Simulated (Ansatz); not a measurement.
```yaml
crystal:
  periodic: [false, false, false]
  atoms:
    - {symbol: Ge, position_ang: [-0.682725, 0.202492, 0.003185]}
    - {symbol: Al, position_ang: [1.771694, -0.398117, -0.000362]}
    - {symbol: H, position_ang: [-1.982621, -0.845665, -0.062309]}
    - {symbol: H, position_ang: [0.341664, -0.907039, 1.110544]}
    - {symbol: H, position_ang: [0.374417, -0.840606, -1.150706]}
    - {symbol: H, position_ang: [3.042552, -1.342672, -0.117357]}
basis:
  gaussian: {orbitals: def2-TZVP}
magnetization: {spin_polarized: true, initial_magnetization: 1}
hamiltonian: {xc: pbe0}
relax: {f_tol: 0.004, max_steps: 80}
```

```sh
$ ansatz run in.yaml --threads 1 --pin off --events-out ev --progress --plain --max-ram 2176MiB
```

Steps of the relaxation (energy above the last step; positions in Å, forces in eV/Å):

```
6
step 1, 675.3 meV
Ge   -0.683    0.202    0.003    0.133   -1.048   -0.017
Al    1.772   -0.398    0.000   -0.489    0.183    0.001
H    -1.983   -0.846   -0.062    0.798    0.174    0.000
H     0.342   -0.907    1.111   -0.150    0.531   -0.517
H     0.374   -0.841   -1.151   -0.209    0.522    0.533
H     3.043   -1.343   -0.117   -0.083   -0.362   -0.001
```

```
6
step 2, 408.3 meV
Ge   -0.674    0.176    0.008   -0.280   -0.148   -0.014
Al    1.757   -0.371   -0.002    0.112    0.103   -0.003
H    -1.823   -0.960   -0.071    0.390   -0.014    0.011
H     0.324   -0.802    1.046    0.018    0.097    0.057
H     0.338   -0.728   -1.083    0.012    0.135   -0.057
H     2.944   -1.447   -0.114   -0.252   -0.172    0.007
```

```
6
step 3, 300.8 meV
Ge   -0.689    0.174    0.007   -0.452   -0.033    0.000
Al    1.750   -0.319   -0.002    0.344   -0.289   -0.027
H    -1.676   -1.086   -0.070    0.227    0.009    0.004
H     0.338   -0.719    1.084    0.081    0.099   -0.146
H     0.352   -0.623   -1.126    0.063    0.104    0.139
H     2.789   -1.559   -0.111   -0.262    0.110    0.029
```

```
6
step 6, 96.5 meV
Ge   -0.878    0.123    0.014    0.133   -0.506   -0.049
Al    1.764   -0.406   -0.020   -0.016   -0.022   -0.015
H    -1.239   -1.450   -0.087    0.068    0.285    0.033
H     0.392   -0.337    1.108   -0.052    0.118   -0.038
H     0.386   -0.208   -1.132   -0.028    0.127    0.072
H     2.440   -1.854   -0.101   -0.105   -0.002   -0.003
```

```
6
step 7, 58.5 meV
Ge   -0.894    0.021    0.002   -0.038   -0.234    0.008
Al    1.765   -0.421   -0.021   -0.049   -0.211   -0.015
H    -1.109   -1.584   -0.083    0.273    0.376    0.000
H     0.416   -0.173    1.128   -0.069   -0.006   -0.154
H     0.419   -0.028   -1.136   -0.067   -0.060    0.156
H     2.267   -1.946   -0.108   -0.050    0.135    0.006
```

```
6
step 8, 18.0 meV
Ge   -0.919    0.006    0.005    0.117   -0.050   -0.003
Al    1.733   -0.463   -0.023   -0.093    0.002    0.000
H    -0.933   -1.585   -0.090    0.066    0.024    0.001
H     0.394   -0.117    1.118   -0.027    0.022   -0.050
H     0.394    0.016   -1.115   -0.027    0.014    0.053
H     2.196   -1.988   -0.113   -0.036   -0.012   -0.001
```

```
6
step 14, 0.0 meV
Ge   -0.933   -0.050    0.002    0.000    0.000    0.000
Al    1.667   -0.526   -0.026    0.001   -0.001    0.000
H    -0.659   -1.619   -0.093    0.000   -0.001    0.000
H     0.368    0.002    1.113   -0.001    0.001    0.001
H     0.368    0.135   -1.094   -0.001    0.001   -0.001
H     2.055   -2.074   -0.120    0.000    0.000    0.000
```

Close pairs at the end: Ge1–H3 1.596 Å, Al2–H6 1.599 Å, Ge1–H5 1.711 Å, Ge1–H4 1.711 Å, Al2–H4 1.806 Å, Al2–H5 1.806 Å, Ge1–Al2 2.643 Å.

A stationary point of unrestricted PBE0 after 14 steps, with ⟨S²⟩ = 0.753 against 0.75 for a pure state; no frequencies were run, so it isn't proven a minimum. 26 s on 1 thread of AMD EPYC 9R45, shared host.
